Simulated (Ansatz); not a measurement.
doublet AlCl(+): levels of theory in one basis

```xyz
2

Al    0.0000    0.0000   -1.0189
Cl    0.0000    0.0000    1.0189
```

Basis set: def2-SVP (spherical functions). Left uncorrelated: 10 orbitals. Correlation on ROHF uses semicanonical orbitals with singles. Charge 1, multiplicity 2.

Computed with Ansatz (development build ahead of 0.2.0); each method stands on the lowest determinant of its kind that the runs found.

```tsv
method	E − E(ROHF) (eV)	<S²> of the determinant
ROHF	0.00	–
UHF	-0.03	0.75
ROHF-MP2	-4.25	–
UHF-MP2	-4.26	0.75
ROHF-CCSD(T)	-4.81	–
UHF-CCSD(T)	-4.81	0.75
```
